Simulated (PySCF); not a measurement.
C2H3O, SMILES [C](=O)C, multiplicity 2.

Geometry: PBE-D3(BJ)/def2-TZVP. The isomer is the one that the SMILES or the coordinates give; other isomers of the formula were not compared.

Computed with PySCF with PBE-D3(BJ)/def2-TZVP.

Frequencies are harmonic and unscaled.

```tsv
mode	ν (cm⁻¹)	IR (km/mol)	moving atoms (share of kinetic energy)
1	120	1.7	H 60 %, C 28 %, O 12 %
2	454	4.3	C 42 %, O 32 %, H 26 %
3	847	5.7	C 68 %, H 21 %, O 11 %
4	913	0.0	H 73 %, C 27 %
5	1015	15.1	H 53 %, C 45 %
6	1298	17.3	H 83 %, C 17 %
7	1395	12.8	H 96 %
8	1402	23.6	H 96 %
9	1860	138.4	C 60 %, O 40 %
10	2949	10.9	H 97 %
11	3049	9.3	H 91 %, C 9 %
12	3057	0.3	H 91 %, C 9 %
```
